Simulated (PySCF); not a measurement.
**Assigning NMR signals**

Numbering as in the mapped SMILES `[CH3:1][O:2][CH2:3][O:4][CH3:5]`. Hydrogens are named by the atom that carries them.

PySCF 2.14.0 with density-fitted response routines calculation with coordinates at the PBE0-D3(BJ)/def2-TZVP level and σ from GIAO-PBE0/pcSseg-2; one computed conformer, isolated molecule, averaged over atoms made equivalent by symmetry, fast rotation or ring inversion, non-relativistic.

δ = σ(ref) − σ, references computed at the same level: TMS for $^{13}$C (186.03 ppm), $^{1}$H (31.52 ppm).

**Question.** Assign these signals to the numbered atoms. $^{13}$C{$^{1}$H} NMR (computed): δ 104.1, 57.6.

**Answer.** 
```tsv
δ (ppm)	atoms	environment	reason
104.1	C3	sp3 carbon bearing two oxygens	2 electronegative neighbours deshield it
57.6	C1/C5	methyl carbon bonded to O	pulled downfield by the heteroatom
```

**Question.** Assign these signals to the numbered atoms. $^{1}$H NMR (600 MHz, computed): δ 4.61 (s, 2H), 3.34 (s, 6H).

**Answer.** 
4.61 → H(C3), hydrogen on an sp3 carbon bearing two oxygens: its carbon carries O, hence the downfield position
3.34 → H(C1)/H(C5), hydrogen on a methyl carbon bonded to O: its carbon carries O, hence the downfield position

Shifts are as computed. Against solution values, carbons near 30 ppm lie about +3 ppm off and those near 130 ppm about +9 ppm. Of 1211 compounds with measured shifts, 218 miss one by over three times the rms of a fit or turn the order of signals round; such compounds aren't used in these exercises. No couplings were computed; multiplicities are counted from neighbouring protons, with m where these are inequivalent, close in shift, in a saturated or five-membered ring or joined by F or P, and br s for small geminal =CH2 splittings.
